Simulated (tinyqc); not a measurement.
Inside a calculation (part 1 of 2). Method: UKS/BP86 in the sto-3g basis, for BH, spin multiplicity 3. Computed by tinyqc, a small Python program that keeps every step (integrals from PySCF). Settings: charge = 0, multiplicity = 3, basis = sto-3g, energy threshold = 1e-08, iteration cap = 53, orthogonalisation = symmetric, start = core, DIIS depth = 3, damping = 0.2, shift = 0.5, method = UKS, functional = b88,p86, grid = [40, 26]. Command: `OMP_NUM_THREADS=1 python tinyqc.py 21716 21717 out.jsonl` (the two numbers bound the seeds that draw the settings). One thread of a shared host (Intel(R) Xeon(R) Processor @ 2.60GHz), about 9 s of CPU time with the checks. Later iterations appear only in the table of the cycle.

## One-electron integrals

Geometry (angstrom):
```
atom         x         y         z
B     0.000000  0.000000  0.000000
H     0.000000  0.000000  1.334000
```

Basis sto-3g: exponents (1/bohr^2) and contraction coefficients of normalised primitives:
```
element  l (shell)   exponent  coefficient
B            s (1)  48.791113     0.154329
B            s (1)   8.887362     0.535328
B            s (1)   2.405267     0.444635
B            s (2)   2.236956    -0.099967
B            s (2)   0.519821     0.399513
B            s (2)   0.169062     0.700115
B            p (3)   2.236956     0.155916
B            p (3)   0.519821     0.607684
B            p (3)   0.169062     0.391957
H            s (1)   3.425251     0.154329
H            s (1)   0.623914     0.535328
H            s (1)   0.168855     0.444635
```

Overlap, kinetic and nuclear-attraction integrals over the contracted functions; the nuclear repulsion is the sum of Za Zb / Rab.

nuclear repulsion = 1.98342283 hartree

overlap S, lower triangle:
```
           1B 1s     1B 2s    1B 2px    1B 2py    1B 2pz     2H 1s
1B 1s   1.000000
1B 2s   0.269328  1.000000
1B 2px  0.000000  0.000000  1.000000
1B 2py  0.000000  0.000000  0.000000  1.000000
1B 2pz  0.000000  0.000000  0.000000  0.000000  1.000000
2H 1s   0.047975  0.404273  0.000000  0.000000  0.436528  1.000000
```

kinetic energy T (hartree), lower triangle:
```
            1B 1s     1B 2s    1B 2px    1B 2py    1B 2pz     2H 1s
1B 1s   10.826302
1B 2s   -0.047967  0.359168
1B 2px   0.000000  0.000000  1.123881
1B 2py   0.000000  0.000000  0.000000  1.123881
1B 2pz   0.000000  0.000000  0.000000  0.000000  1.123881
2H 1s   -0.013316  0.056651  0.000000  0.000000  0.163471  0.760032
```

nuclear attraction V (hartree), lower triangle:
```
             1B 1s      1B 2s     1B 2px     1B 2py     1B 2pz      2H 1s
1B 1s   -23.544073
1B 2s    -3.246200  -4.160332
1B 2px    0.000000   0.000000  -4.097439
1B 2py    0.000000   0.000000   0.000000  -4.097439
1B 2pz   -0.014787  -0.136881   0.000000   0.000000  -4.195012
2H 1s    -0.581831  -1.454184   0.000000   0.000000  -1.496868  -3.193934
```

core Hamiltonian H = T + V (hartree), lower triangle:
```
             1B 1s      1B 2s     1B 2px     1B 2py     1B 2pz      2H 1s
1B 1s   -12.717771
1B 2s    -3.294168  -3.801164
1B 2px    0.000000   0.000000  -2.973559
1B 2py    0.000000   0.000000   0.000000  -2.973559
1B 2pz   -0.014787  -0.136881   0.000000   0.000000  -3.071131
2H 1s    -0.595147  -1.397534   0.000000   0.000000  -1.333397  -2.433902
```

## Two-electron integrals

Functions are numbered as in S; the eight-fold symmetry (ij|kl) = (ji|kl) = (kl|ij) leaves the list below.

Two-electron integrals (ij|kl) in chemists' order, unique and non-zero (hartree):
```
(11|11) 2.923513   (21|11) 0.518376   (21|21) 0.109262   (22|11) 0.744229
(22|21) 0.193177   (22|22) 0.544804   (31|31) 0.020264   (32|31) 0.029996
(32|32) 0.120346   (33|11) 0.742491   (33|21) 0.193240   (33|22) 0.544682
(33|33) 0.586773   (41|41) 0.020264   (42|41) 0.029996   (42|42) 0.120346
(43|43) 0.031630   (44|11) 0.742491   (44|21) 0.193240   (44|22) 0.544682
(44|33) 0.523513   (44|44) 0.586773   (51|51) 0.020264   (52|51) 0.029996
(52|52) 0.120346   (53|53) 0.031630   (54|54) 0.031630   (55|11) 0.742491
(55|21) 0.193240   (55|22) 0.544682   (55|33) 0.523513   (55|44) 0.523513
(55|55) 0.586773   (61|11) 0.091885   (61|21) 0.019310   (61|22) 0.034286
(61|33) 0.034122   (61|44) 0.034122   (61|51) 0.001383   (61|52) 0.002562
(61|55) 0.034634   (61|61) 0.003518   (62|11) 0.229899   (62|21) 0.060650
(62|22) 0.189204   (62|33) 0.183716   (62|44) 0.183716   (62|51) 0.006666
(62|52) 0.041259   (62|55) 0.199999   (62|61) 0.011449   (62|62) 0.092062
(63|31) 0.005956   (63|32) 0.028121   (63|53) 0.007620   (63|63) 0.009903
(64|41) 0.005956   (64|42) 0.028121   (64|54) 0.007620   (64|64) 0.009903
(65|11) 0.218465   (65|21) 0.058382   (65|22) 0.192193   (65|33) 0.182018
(65|44) 0.182018   (65|51) 0.011468   (65|52) 0.066252   (65|55) 0.212334
(65|61) 0.011533   (65|62) 0.109368   (65|65) 0.137191   (66|11) 0.393115
(66|21) 0.105614   (66|22) 0.373345   (66|33) 0.351387   (66|44) 0.351387
(66|51) 0.013752   (66|52) 0.113841   (66|55) 0.416799   (66|61) 0.020279
(66|62) 0.234945   (66|65) 0.302797   (66|66) 0.774606
```

## Orthogonalisation

S = U s U^T; symmetric (Loewdin) form X = U s^(-1/2) U^T, so that X^T S X = 1.

eigenvalues of S: 0.387709  0.797233  1.000000  1.000000  1.173552  1.641506

X, lower triangle:
```
            1B 1s      1B 2s    1B 2px    1B 2py     1B 2pz     2H 1s
1B 1s    1.030134
1B 2s   -0.151494   1.117922
1B 2px   0.000000   0.000000  1.000000
1B 2py   0.000000   0.000000  0.000000  1.000000
1B 2pz  -0.010797   0.093511  0.000000  0.000000   1.098059
2H 1s    0.026181  -0.272214  0.000000  0.000000  -0.286739  1.183474
```

## Starting guess

The start is the orbitals of the core Hamiltonian; D(s) = C_occ C_occ^T for each spin.

D(alpha) at the start, lower triangle:
```
            1B 1s      1B 2s     1B 2px    1B 2py     1B 2pz     2H 1s
1B 1s    1.081158
1B 2s   -0.305219   1.142572
1B 2px   0.000000   0.000000   0.509757
1B 2py   0.000000   0.000000  -0.499905  0.490243
1B 2pz  -0.015839   0.070337   0.000000  0.000000   1.076584
2H 1s    0.026007  -0.083890   0.000000  0.000000  -0.096894  0.014021
```

D(beta) at the start, lower triangle:
```
            1B 1s      1B 2s    1B 2px    1B 2py     1B 2pz     2H 1s
1B 1s    1.058969
1B 2s   -0.218619   0.804588
1B 2px   0.000000   0.000000  0.000000
1B 2py   0.000000   0.000000  0.000000  0.000000
1B 2pz  -0.139939   0.554679  0.000000  0.000000   0.382509
2H 1s    0.030726  -0.102308  0.000000  0.000000  -0.070499  0.013018
```

## Iteration 1: exchange-correlation on the grid

Becke grid with 40 radial and 26 angular points per atom, points of zero weight dropped. rho = sum D_ij phi_i phi_j; V_xc,ij = sum w v_xc phi_i phi_j plus the gradient terms; v_xc is d(rho eps)/d rho(s) for spin s at fixed gradient.

The 8 grid points with the largest w rho, of 2063 (bohr, atomic units):
```
x                  y         z         w  rho(alpha)  rho(beta)     eps_xc  v_xc(alpha)
0.000000    0.000000  1.201028  0.146575    0.128565   0.107380  -0.522174    -0.681130
0.000000    0.000000  1.019104  0.102936    0.163416   0.134269  -0.558491    -0.736771
0.000000    0.000000  1.404571  0.173093    0.093282   0.077846  -0.477484    -0.611589
0.993182    0.000000  0.993182  0.193909    0.081361   0.059589  -0.450766    -0.584317
-0.993182   0.000000  0.993182  0.193909    0.081361   0.059589  -0.450766    -0.584317
0.000000    0.993182  0.993182  0.193909    0.080681   0.059589  -0.450062    -0.582850
0.000000   -0.993182  0.993182  0.193909    0.080681   0.059589  -0.450062    -0.582850
1.153529    0.000000  1.153529  0.272432    0.056014   0.040516  -0.406183    -0.515302
```

electrons on the grid, sum of w rho = 6.010829

E_xc = sum of w rho eps_xc = -4.64351519 hartree

V_xc(alpha) (hartree), lower triangle:
```
            1B 1s      1B 2s     1B 2px     1B 2py     1B 2pz      2H 1s
1B 1s   -1.922860
1B 2s   -0.302195  -0.512534
1B 2px   0.000000   0.000000  -0.497345
1B 2py   0.000000   0.000000   0.037588  -0.495795
1B 2pz  -0.001477  -0.007890   0.000000   0.000000  -0.533543
2H 1s   -0.054491  -0.160741   0.000000   0.000000  -0.154626  -0.208075
```

V_xc(beta) (hartree), lower triangle:
```
            1B 1s      1B 2s     1B 2px     1B 2py     1B 2pz      2H 1s
1B 1s   -1.897883
1B 2s   -0.280799  -0.392841
1B 2px   0.000000   0.000000  -0.386937
1B 2py   0.000000   0.000000   0.003221  -0.386840
1B 2pz  -0.012269  -0.095479   0.000000   0.000000  -0.395244
2H 1s   -0.051810  -0.144929   0.000000   0.000000  -0.151503  -0.194180
```

## Iteration 1: building the Kohn-Sham matrix

J_ij = sum D_kl (ij|kl) with D = D(alpha) + D(beta); F = H + J + V_xc; E = tr D H + tr D J / 2 + E_xc + E_nn.

Coulomb J (hartree), lower triangle:
```
           1B 1s     1B 2s     1B 2px    1B 2py    1B 2pz     2H 1s
1B 1s   8.850889
1B 2s   1.809177  3.669785
1B 2px  0.000000  0.000000   3.650791
1B 2py  0.000000  0.000000  -0.031624  3.649556
1B 2pz  0.025390  0.106914   0.000000  0.000000  3.696458
2H 1s   0.323427  1.258666   0.000000  0.000000  1.274521  2.389566
```

F(alpha) (hartree), lower triangle:
```
            1B 1s      1B 2s    1B 2px    1B 2py     1B 2pz      2H 1s
1B 1s   -5.789741
1B 2s   -1.787186  -0.643913
1B 2px   0.000000   0.000000  0.179887
1B 2py   0.000000   0.000000  0.005964  0.180203
1B 2pz   0.009126  -0.037856  0.000000  0.000000   0.091785
2H 1s   -0.326211  -0.299609  0.000000  0.000000  -0.213503  -0.252411
```

F(beta) (hartree), lower triangle:
```
            1B 1s      1B 2s     1B 2px    1B 2py     1B 2pz      2H 1s
1B 1s   -5.764764
1B 2s   -1.765790  -0.524220
1B 2px   0.000000   0.000000   0.290295
1B 2py   0.000000   0.000000  -0.028403  0.289157
1B 2pz  -0.001667  -0.125445   0.000000  0.000000   0.230083
2H 1s   -0.323530  -0.283797   0.000000  0.000000  -0.210379  -0.238516
```

total energy of this density = -24.31602916 hartree

This density is the starting one.

## Iteration 1: diagonalisation and new density

A level shift of 0.5 hartree raises the virtual space: F + shift (S - S D(s) S), with D(s) the density of one spin. Diagonalise F' = X^T F X, C = X C', fill 4 alpha and 2 beta electrons from the bottom; D(s) = C_occ C_occ^T; the new density keeps 0.2 of the old one (damping). Each column has its largest component positive (the first on a tie).

F' = X^T F X (alpha) (hartree), lower triangle:
```
           1          2         3         4          5         6
1  -5.616440
2  -1.013239  -0.179049
3   0.000000   0.000000  0.425008
4   0.000000   0.000000  0.255917  0.435081
5  -0.008951   0.082402  0.000000  0.000000   0.240398
6  -0.019560  -0.291222  0.000000  0.000000  -0.344700  0.413803
```

orbital energies (alpha) (hartree): MO1 -5.799928, MO2 -0.168681, MO3 0.045761, MO4 0.174078, MO5 0.686011, MO6 0.781559

coefficients C (alpha):
```
              MO1        MO2        MO3        MO4       MO5        MO6
1B 1s    0.986961  -0.249829   0.177974   0.000000  0.000000   0.129408
1B 2s    0.046753   0.741150  -0.626845   0.000000  0.000000  -0.641187
1B 2px   0.000000   0.000000   0.000000   0.714030  0.700115   0.000000
1B 2py   0.000000   0.000000   0.000000  -0.700115  0.714030   0.000000
1B 2pz   0.002394   0.258777   0.715295   0.000000  0.000000  -0.847464
2H 1s   -0.009077   0.361983   0.290927   0.000000  0.000000   1.158388
```

F' = X^T F X (beta) (hartree), lower triangle:
```
           1          2          3         4          5         6
1  -5.591529
2  -1.030391   0.100830
3   0.000000   0.000000   0.790295
4   0.000000   0.000000  -0.028403  0.789157
5   0.019889  -0.236200   0.000000  0.000000   0.723376
6  -0.018459  -0.293502   0.000000  0.000000  -0.344566  0.428319
```

orbital energies (beta) (hartree): MO1 -5.773168, MO2 -0.129716, MO3 0.609971, MO4 0.761318, MO5 0.818134, MO6 0.953910

coefficients C (beta):
```
              MO1        MO2        MO3       MO4        MO5        MO6
1B 1s    0.988417  -0.216430  -0.247145  0.000000   0.000000   0.006062
1B 2s    0.042010   0.628219   0.970681  0.000000   0.000000   0.129996
1B 2px   0.000000   0.000000   0.000000  0.699991   0.714152   0.000000
1B 2py   0.000000   0.000000   0.000000  0.714152  -0.699991   0.000000
1B 2pz   0.006608   0.360798  -0.082444  0.000000   0.000000   1.076939
2H 1s   -0.009114   0.412813  -0.832278  0.000000   0.000000  -0.833325
```

D(alpha) after iteration 1, lower triangle:
```
            1B 1s      1B 2s     1B 2px    1B 2py    1B 2pz     2H 1s
1B 1s    1.070777
1B 2s   -0.261507   0.984053
1B 2px   0.000000   0.000000   0.509822
1B 2py   0.000000   0.000000  -0.499904  0.490178
1B 2pz   0.048845  -0.191112   0.000000  0.000000  0.678212
2H 1s   -0.032891   0.051616   0.000000  0.000000  0.222021  0.175406
```

D(beta) after iteration 1, lower triangle:
```
            1B 1s     1B 2s    1B 2px    1B 2py    1B 2pz     2H 1s
1B 1s    1.030842
1B 2s   -0.119278  0.478057
1B 2px   0.000000  0.000000  0.000000
1B 2py   0.000000  0.000000  0.000000  0.000000
1B 2pz  -0.085233  0.292486  0.000000  0.000000  0.180677
2H 1s   -0.072537  0.186702  0.000000  0.000000  0.105005  0.139002
```

## Iteration 2: exchange-correlation on the grid

As before.

The 8 grid points with the largest w rho, of 2063 (bohr, atomic units):
```
x                  y          z         w  rho(alpha)  rho(beta)     eps_xc  v_xc(alpha)
0.000000    0.000000   1.404571  0.173093    0.087495   0.074810  -0.461255    -0.610149
0.000000    0.000000   1.201028  0.146575    0.099888   0.085534  -0.480623    -0.635277
0.000000    0.000000  -1.631337  0.380523    0.059674   0.000135  -0.401000    -0.500210
1.153529   -1.153529   0.000000  0.304329    0.065448   0.008672  -0.405303    -0.522720
-1.153529   1.153529   0.000000  0.304329    0.065448   0.008672  -0.405303    -0.522720
0.000000    0.000000  -1.404571  0.253668    0.085407   0.000227  -0.444484    -0.567772
0.000000    0.000000   1.019104  0.102936    0.113805   0.095753  -0.499200    -0.660574
0.993182   -0.993182   0.000000  0.202909    0.093343   0.012665  -0.448283    -0.591068
```

electrons on the grid, sum of w rho = 6.006808

E_xc = sum of w rho eps_xc = -4.50415039 hartree

V_xc(alpha) (hartree), lower triangle:
```
            1B 1s      1B 2s     1B 2px     1B 2py     1B 2pz      2H 1s
1B 1s   -1.915739
1B 2s   -0.297272  -0.499244
1B 2px   0.000000   0.000000  -0.483482
1B 2py   0.000000   0.000000   0.040239  -0.481818
1B 2pz   0.001097  -0.003946   0.000000   0.000000  -0.521234
2H 1s   -0.053229  -0.181713   0.000000   0.000000  -0.192455  -0.415677
```

V_xc(beta) (hartree), lower triangle:
```
            1B 1s      1B 2s     1B 2px     1B 2py     1B 2pz      2H 1s
1B 1s   -1.888497
1B 2s   -0.277024  -0.378128
1B 2px   0.000000   0.000000  -0.367580
1B 2py   0.000000   0.000000   0.003688  -0.367487
1B 2pz  -0.008160  -0.087356   0.000000   0.000000  -0.390172
2H 1s   -0.050660  -0.165575   0.000000   0.000000  -0.189425  -0.398872
```

## Iteration 2: building the Kohn-Sham matrix

As before.

Coulomb J (hartree), lower triangle:
```
           1B 1s     1B 2s     1B 2px    1B 2py    1B 2pz     2H 1s
1B 1s   8.574373
1B 2s   1.744104  3.552073
1B 2px  0.000000  0.000000   3.524956
1B 2py  0.000000  0.000000  -0.031624  3.523713
1B 2pz  0.019317  0.120467   0.000000  0.000000  3.595085
2H 1s   0.311454  1.263847   0.000000  0.000000  1.307290  2.572363
```

F(alpha) (hartree), lower triangle:
```
            1B 1s      1B 2s    1B 2px    1B 2py     1B 2pz      2H 1s
1B 1s   -6.059137
1B 2s   -1.847336  -0.748334
1B 2px   0.000000   0.000000  0.067915
1B 2py   0.000000   0.000000  0.008615  0.068337
1B 2pz   0.005626  -0.020360  0.000000  0.000000   0.002720
2H 1s   -0.336923  -0.315399  0.000000  0.000000  -0.218562  -0.277216
```

F(beta) (hartree), lower triangle:
```
            1B 1s      1B 2s     1B 2px    1B 2py     1B 2pz      2H 1s
1B 1s   -6.031895
1B 2s   -1.827088  -0.627218
1B 2px   0.000000   0.000000   0.183817
1B 2py   0.000000   0.000000  -0.027936  0.182668
1B 2pz  -0.003631  -0.103770   0.000000  0.000000   0.133781
2H 1s   -0.334354  -0.299261   0.000000  0.000000  -0.215532  -0.260411
```

total energy of this density = -24.73727235 hartree

This density is a damped mixture and is not idempotent.

## Iteration 2: DIIS over 2 matrices

error matrix X^T (FDS - SDF) X (alpha):
```
           1          2          3         4          5          6
1   0.000000   0.002900   0.000000  0.000000   0.001400  -0.026542
2  -0.002900   0.000000   0.000000  0.000000   0.013768   0.092306
3   0.000000   0.000000   0.000000  0.000041   0.000000   0.000000
4   0.000000   0.000000  -0.000041  0.000000   0.000000   0.000000
5  -0.001400  -0.013768   0.000000  0.000000   0.000000   0.172450
6   0.026542  -0.092306   0.000000  0.000000  -0.172450   0.000000
```

B (overlaps of the stored error matrices):
```
               1              2
1  5.8032370e-01  2.8733310e-01
2  2.8733310e-01  1.5077983e-01
```

Minimise |sum c_i e_i|^2 with sum c_i = 1: solve [B -1; -1 0][c; lambda] = [0; -1] with B_ij = tr e_i^T e_j summed over both spins, and take F = sum c_i F_i.

DIIS coefficients: -0.872894  1.872894

extrapolated F(alpha) (hartree), lower triangle:
```
            1B 1s      1B 2s     1B 2px     1B 2py     1B 2pz      2H 1s
1B 1s   -6.294290
1B 2s   -1.899842  -0.839483
1B 2px   0.000000   0.000000  -0.029824
1B 2py   0.000000   0.000000   0.010929  -0.029311
1B 2pz   0.002572  -0.005087   0.000000   0.000000  -0.075024
2H 1s   -0.346273  -0.329183   0.000000   0.000000  -0.222979  -0.298868
```

extrapolated F(beta) (hartree), lower triangle:
```
            1B 1s      1B 2s     1B 2px    1B 2py     1B 2pz      2H 1s
1B 1s   -6.265072
1B 2s   -1.880596  -0.717125
1B 2px   0.000000   0.000000   0.090872
1B 2py   0.000000   0.000000  -0.027528  0.089713
1B 2pz  -0.005345  -0.084850   0.000000  0.000000   0.049720
2H 1s   -0.343802  -0.312760   0.000000  0.000000  -0.220030  -0.279522
```

## Iteration 2: diagonalisation and new density

As before.

F' = X^T F X (alpha) (hartree), lower triangle:
```
           1          2         3         4          5         6
1  -6.120805
2  -1.037370  -0.343704
3   0.000000   0.000000  0.215265
4   0.000000   0.000000  0.260881  0.225600
5  -0.028414   0.159444  0.000000  0.000000   0.155537
6  -0.014374  -0.309255  0.000000  0.000000  -0.405823  0.208698
```

orbital energies (alpha) (hartree): MO1 -6.302133, MO2 -0.345020, MO3 -0.168427, MO4 -0.040499, MO5 0.481364, MO6 0.715304

coefficients C (alpha):
```
              MO1        MO2        MO3        MO4       MO5        MO6
1B 1s    0.988927  -0.246670   0.167471   0.000000  0.000000   0.134385
1B 2s    0.040314   0.735830  -0.623994   0.000000  0.000000  -0.650465
1B 2px   0.000000   0.000000   0.000000   0.714075  0.700069   0.000000
1B 2py   0.000000   0.000000   0.000000  -0.700069  0.714075   0.000000
1B 2pz   0.003283   0.152230   0.668078   0.000000  0.000000  -0.909561
2H 1s   -0.008950   0.420094   0.393950   0.000000  0.000000   1.107185
```

F' = X^T F X (beta) (hartree), lower triangle:
```
           1          2          3         4          5         6
1  -6.087736
2  -1.071210  -0.017277
3   0.000000   0.000000   0.590872
4   0.000000   0.000000  -0.027528  0.589713
5   0.010867  -0.149916   0.000000  0.000000   0.565199
6  -0.004289  -0.364219   0.000000  0.000000  -0.356201  0.246010
```

orbital energies (beta) (hartree): MO1 -6.271932, MO2 -0.300019, MO3 0.471604, MO4 0.562758, MO5 0.617827, MO6 0.806543

coefficients C (beta):
```
              MO1        MO2        MO3       MO4        MO5        MO6
1B 1s    0.989750  -0.200719  -0.245583  0.000000   0.000000  -0.068733
1B 2s    0.037585   0.571827   0.928848  0.000000   0.000000   0.405445
1B 2px   0.000000   0.000000   0.000000  0.699626   0.714509   0.000000
1B 2py   0.000000   0.000000   0.000000  0.714509  -0.699626   0.000000
1B 2pz   0.005208   0.290994  -0.329072  0.000000   0.000000   1.050629
2H 1s   -0.008946   0.506633  -0.594173  0.000000   0.000000  -0.973559
```

D(alpha) after iteration 2, lower triangle:
```
            1B 1s      1B 2s     1B 2px    1B 2py    1B 2pz     2H 1s
1B 1s    1.067650
1B 2s   -0.249214   0.942762
1B 2px   0.000000   0.000000   0.509887
1B 2py   0.000000   0.000000  -0.499902  0.490113
1B 2pz   0.071833  -0.282006   0.000000  0.000000  0.511252
2H 1s   -0.043779   0.060671   0.000000  0.000000  0.306093  0.300485
```

D(beta) after iteration 2, lower triangle:
```
            1B 1s     1B 2s    1B 2px    1B 2py    1B 2pz     2H 1s
1B 1s    1.022083
1B 2s   -0.085917  0.358331
1B 2px   0.000000  0.000000  0.000000
1B 2py   0.000000  0.000000  0.000000  0.000000
1B 2pz  -0.059649  0.191773  0.000000  0.000000  0.103899
2H 1s   -0.102944  0.268836  0.000000  0.000000  0.138906  0.233206
```
